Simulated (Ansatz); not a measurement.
# H3Ge–Ga⁺, doublet in cc-pVDZ: errors against UCCSDT(Q)

Geometry: that of the H3Ge–Ga, singlet, kept fixed.

```yaml
atoms:
  - { symbol: Ge, position_ang: [-1.2422, -0.0023, 0.0045] }
  - { symbol: Ga, position_ang: [1.3753, 0.0025, -0.0050] }
  - { symbol: H, position_ang: [-1.8726, 1.4154, 0.0102] }
  - { symbol: H, position_ang: [-1.8643, -0.7157, 1.2338] }
  - { symbol: H, position_ang: [-1.8732, -0.7099, -1.2236] }
```

Basis cc-pVDZ; Ansatz 0.2.0. Correlated methods freeze the noble-gas cores and the filled d shells of p-block atoms, which leaves 9 electrons in 41 orbitals. R marks a restricted (for open shells ROHF) determinant, U an unrestricted one. Active spaces: valence = (9e, 11o) chosen from the atoms' valence shells. No spin–orbit coupling is included, and no scalar relativity.

Full CI isn't at hand for all of this; UCCSDT(Q) serves as the reference, and is uncertain by about the last step of the cluster series. The frozen core follows each run's orbitals, which can shift R against U totals by a few meV for light atoms and by up to 0.1 eV past Ca.

The UHF ⟨S²⟩ is 0.782 and the T1 diagnostic (RCCSD) is 0.0256. The largest doubles amplitude (RCCSD) is 0.074 and the T1 diagnostic (UCCSD) is 0.0188.

| level | E − E(UCCSDT(Q)) (kcal/mol) | share of correlation (%) | wall time |
| --- | --- | --- | --- |
| UHF | 101.58 | 3.76 | – |
| UMP2 | 26.01 | 75.35 | – |
| UCCSD | 2.92 | 97.24 | – |
| UCCSD(T) | 0.67 | 99.36 | 7 s |
| UCCSDT | 0.08 | 99.92 | – |

The correlation energy at UCCSDT(Q), counted from RHF, is -4.577 eV. That run took 28 s on 1 thread of AMD EPYC 7R13, shared host.

Run but not shown, since their state or frozen core can't be matched to the reference's or they repeat it: RHF, RMP2, CISD, RCCSD, RCCSD(T), BCCD(T), RCCSDT, RCCSDT(Q), CASSCF (valence space), NEVPT2 (valence space), MRCISD (valence space), MRCISD+Q (valence space), MRCISD+Q(relaxed) (valence space).

Times hold each run's SCF and search for its determinant on a shared host, so for small cases they say little of a method's own cost; they ran on 1 thread of AMD EPYC 7R13.

Natural occupations of CASSCF (valence space) about the gap: 1.982 1.965 1.965 1.927 0.997 0.036 0.033 0.033 0.022 0.022; effectively unpaired electrons, Σ n²(2−n)², 1.05.
